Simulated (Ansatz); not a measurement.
This geometry of C₂H₆ (8 atoms, charge 0, multiplicity 1) is a first-order saddle point.

Level of theory: RKS PBE0/def2-SVP in Ansatz 0.2.0.

```xyz
8
Properties=species:S:1:pos:R:3
C -0.330 0.133 -0.679
C 0.330 -0.133 0.679
H -0.375 -0.772 -1.302
H -1.363 0.497 -0.572
H 0.215 0.892 -1.261
H -0.347 0.086 1.518
H 1.230 0.481 0.829
H 0.640 -1.183 0.788
```

(1) Which two structures does it join? (They come from a converged band through this point; their orientation in space is the band's.)

(2) How far does it lie above each of them?

## Answers

(1) No bond is made or broken. The dihedral H3–C1–C2–H6 goes from 180 to -60°. The two ends are copies of one structure, up to a mirror image or an exchange of like atoms.

First end point:

```xyz
8
Properties=species:S:1:pos:R:3
C -0.327 0.132 -0.673
C 0.327 -0.132 0.673
H 0.071 -0.533 -1.455
H -1.416 -0.026 -0.632
H -0.159 1.168 -1.008
H -0.071 0.533 1.455
H 1.416 0.026 0.632
H 0.159 -1.168 1.008
```

Last end point:

```xyz
8
Properties=species:S:1:pos:R:3
C -0.327 0.132 -0.673
C 0.327 -0.132 0.673
H -0.843 -0.762 -1.055
H -1.074 0.939 -0.609
H 0.413 0.432 -1.431
H -0.413 -0.432 1.431
H 0.843 0.762 1.055
H 1.074 -0.939 0.609
```

(2) 0.128 eV above the first and 0.128 eV above the second. This is the barrier of this one path; another mechanism may lie lower.

The run took 24 s on 1 thread of Intel(R) Xeon(R) Platinum 8488C (Sapphire Rapids) (shared host), peak memory 0.12 GiB.
